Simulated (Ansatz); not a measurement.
The input, for Ansatz 0.2.0:

```yaml
crystal:
  periodic: [false, false, false]
  atoms:
    - {symbol: Al, position_ang: [0.000000, 0.000000, 0.527635]}
    - {symbol: C, position_ang: [0.000000, 0.000000, -1.397228]}
    - {symbol: H, position_ang: [0.000000, 1.398998, 1.262610]}
    - {symbol: H, position_ang: [0.000000, -1.398998, 1.262610]}
basis:
  gaussian: {orbitals: 6-31G}
magnetization: {spin_polarized: true, initial_magnetization: 5}
correlation: {method: ccsdt_q, electrons: outside_noble_gas}
accuracy: high
```

```sh
$ ansatz run in.yaml --threads 1 --pin off --events-out ev --progress --plain --max-ram 2393MiB
```

Log:

```
609 factors; integrals over basis functions are off by at most 3.4e-9 eV
mean field evaluation 1: about -7632.5983 eV, gradient 9.5e0 eV
mean field evaluation 2: about -7632.6088 eV, gradient 9.5e0 eV
mean field evaluation 4: about -7633.8768 eV, gradient 1.6e0 eV
mean field evaluation 8: about -7633.9482 eV, gradient 1.1e-3 eV
mean field evaluation 16: about -7633.8630 eV, gradient 1.6e0 eV
mean field evaluation 32: about -7633.0400 eV, gradient 3.7e0 eV
mean field evaluation 64: about -7631.9646 eV, gradient 1.3e-3 eV
mean field evaluation 96: about -7631.7255 eV, gradient 1.8e0 eV
mean field evaluation 128: about -7631.9592 eV, gradient 3.5e-2 eV
mean field -7633.94816308 eV, -280.5424205173 hartree, gradient 6.1e-8 eV, S^2 8.804351; 7 other end points of the search recorded, 0 dependent functions left out
determinant -7633.94816308 eV, -280.5424205173 hartree, with singles and doubles -7636.30670620 eV, -280.6290953782 hartree
determinant -7632.31913041 eV, -280.4825546709 hartree, with singles and doubles -7634.97063781 eV, -280.5799957705 hartree
determinant -7631.96459020 eV, -280.4695255585 hartree, with singles and doubles -7634.46361523 eV, -280.5613630345 hartree
determinant -7630.89000903 eV, -280.4300354287 hartree, with singles and doubles -7633.38993108 eV, -280.5219058698 hartree
6 core orbitals not correlated: weight in the atoms' cores, before any rotation towards them, 1.000 or more for the frozen orbitals, at most 0.000 for the correlated occupied ones
reference -7633.94816308 eV, -280.5424205173 hartree; 7, 2 occupied and 13, 18 virtual orbitals, 609 factors
second order -1.55360682 eV of doubles, -0.00000000 eV of singles
cycle   1  -1.98379840 eV  change   -4.3e-1 eV  update   7.3e-2
...
cycle  18  -2.41941616 eV  change   -1.1e-7 eV  update   1.3e-7
cycle  19  -2.41941612 eV  change    4.8e-8 eV  update   6.6e-8
cycle  20  -2.41941607 eV  change    5.0e-8 eV  update   3.6e-8
cycle  21  -2.41941605 eV  change    1.5e-8 eV  update   2.5e-8
cycle  22  -2.41941605 eV  change   -1.1e-9 eV  update   2.0e-8
cycle  23  -2.41941604 eV  change    9.7e-9 eV  update   8.9e-9
cycle  24  -2.41941604 eV  change    2.3e-9 eV  update   3.9e-9
cycle  25  -2.41941604 eV  change  -9.3e-10 eV  update   1.6e-9
cycle  26  -2.41941604 eV  change  -8.2e-10 eV  update  7.0e-10
cycle  27  -2.41941604 eV  change  -3.1e-10 eV  update  4.0e-10
perturbative correction -0.00196853 eV, -0.0000723423 hartree
WARN: these amplitudes may be one of several solutions (largest doubles amplitude 0.14, level shift 0.04 eV)
Total energy: -7636.36954766 eV, -280.6314047592 hartree
```

Ran on 1 thread of Intel Xeon Platinum 8488C, shared host: 3.2 s wall, 0.19 GiB peak host memory.
